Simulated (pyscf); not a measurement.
Structures and frequencies: ωB97X-D3(BJ)/def2-SVP in PySCF.

Problem. For the elementary gas-phase step H₃Si–Cl (SMILES [SiH3]Cl) + H₃Si–Cl (SMILES [SiH3]Cl) -> H₃Si–SiH₃ (SMILES [SiH3][SiH3]) + Cl–Cl (SMILES ClCl) (singlet surface; Cl–Si, Cl–Si broken, Si–Si, Cl–Cl formed), what barrier and reaction energy does ωB97M-D3(BJ)/def2-TZVP give, measured from the separated reactants?

Solution. ΔE‡ = 6.33 eV, ΔE = +3.71 eV. Zero-point energy shifts the barrier by -0.03 eV. It is a four-centre exchange, with an imaginary mode of 693i cm⁻¹. At the saddle there is also a short Cl–Si contact that neither side keeps. The same reactants have a lower exit, to •H₂Si–Cl + H• (no saddle counted: cutting one bond costs +4.19 eV at ωB97M-D3(BJ)/def2-TZVP, against +6.33 eV here). This is the saddle that the search found; another between the same sides may lie lower. One closed-shell reference is unstable to symmetry breaking; treat the single-reference values with care.
